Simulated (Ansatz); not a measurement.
We consider hcp Co, described by RPBE in Ansatz (plane waves, PAW).

Numerical settings: plane-wave cutoff 520 eV, 24×24×14 k mesh (along the axes of the cell as run), Fermi–Dirac smearing 0.05 eV, spin-polarised with parallel moments, scalar-relativistic PAW data made under PBE.

A third-order Birch–Murnaghan fit to the energies gives V0 = 11.165 Å³/atom, B0 = 197 GPa, B′ = 4.8.

| V (Å³/atom) | P (GPa) |
|---|---|
| 10.718 | 8.88 |
| 10.941 | ___ |
| 11.164 | 0.01 |
| 11.388 | ___ |
| 11.611 | -7.04 |

Problem. Estimate the withheld pressures from this fit; the answers are the runs' own values.

Solution. 
- 10.941, P (GPa): 4.19
- 11.388, P (GPa): -3.73

The formula P = (3/2) B0 (x^(7/3) − x^(5/3)) [1 + (3/4)(B′ − 4)(x^(2/3) − 1)] with x = V0/V meets the computed pressures within 0.02 GPa when these rounded values are put in.

Shape and atoms are relaxed at each volume.

Measured, for comparison: bulk modulus 193 GPa (zero-point energy and finite temperature contributions removed, our sources range from 193 to 198; as tabulated in doi:10.1021/acs.jctc.3c00612). Computed (rounded) less measured: bulk modulus +2 % (inside the range of the sources held).

Note: the bulk modulus comes from volumes at which shape and atoms were relaxed.

Static lattice: no zero-point or thermal effects.

Cost on a shared machine: very roughly 6 core-minutes.

Ansatz is an electronic-structure program.
